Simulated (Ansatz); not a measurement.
C3H3FO can be A, `C=C=C(O)F`, or B, `OC1=C(F)C1`.

Calculated with Ansatz (gas phase, PBE0-D4/def2-TZVP geometries, no zero-point term in ΔE). CCSD(T)/CBS is the MP2 limit (def2-TZVPP, def2-QZVPP) plus CCSD(T) − MP2 in def2-TZVPP, frozen cores. Functionals use def2-TZVPP. B3LYP here is the variant with VWN-RPA as its local correlation; programs differ in this. Each species was taken in one conformer, which may not be the lowest.

A:

```xyz
8

C    -1.4666    0.3142    0.4561
C    -0.2094    0.2438    0.1279
C     1.0461    0.1480   -0.2078
O     1.6988   -0.9164   -0.7022
F     1.8939    1.1596   -0.0952
H    -1.8110    0.0782    1.4613
H    -2.2294    0.6197   -0.2578
H     1.0775   -1.6471   -0.7823
```

B:

```xyz
8

O    -1.114   -1.217    0.824
C    -0.352   -0.270    0.288
C     0.110    0.913    0.112
F     0.129    2.194    0.405
C     0.725   -0.121   -0.758
H    -1.685   -0.823    1.493
H     0.455   -0.183   -1.817
H     1.733   -0.493   -0.546
```

Q: Which isomer does CCSD(T)/CBS put lower? Give the gap. (Best estimate.)

A: Computed: A, by 112.0 kJ/mol.

Q: Give E(B) − E(A) in kJ/mol with B3LYP-D4, CCSD/def2-TZVPP, HF/def2-TZVPP, BLYP-D4, ωB97M-V, r2SCAN-D4, CCSD(T)/def2-SVP. (An estimate is asked.)

A: Computed: B3LYP-D4 121.3, CCSD/def2-TZVPP 112.8, HF/def2-TZVPP 127.5, BLYP-D4 125.8, ωB97M-V 110.9, r2SCAN-D4 113.5, CCSD(T)/def2-SVP 103.9. None reverses the order clearly.

Q: Does the order hold for the free energy at 298.15 K (harmonic terms from PBE0-D4)? (Best estimate.)

A: The calculation gave: Yes: G(B) − G(A) = +116.0 kJ/mol, for one conformer each.

Largest T1 diagnostic: 0.013.

Leaving LDA and LC-ωPBE aside and taking each functional with its dispersion term where it has one, the values, not all of them listed here, spread over 29.6 kJ/mol, from PBE-QIDH to BLYP-D4. LDA lies −7.5 kJ/mol from PBE without D4. From BLYP to BHLYP (50 % exact exchange), in def2-TZVPP and without D4, E(B) − E(A) moves by −5.8 kJ/mol.
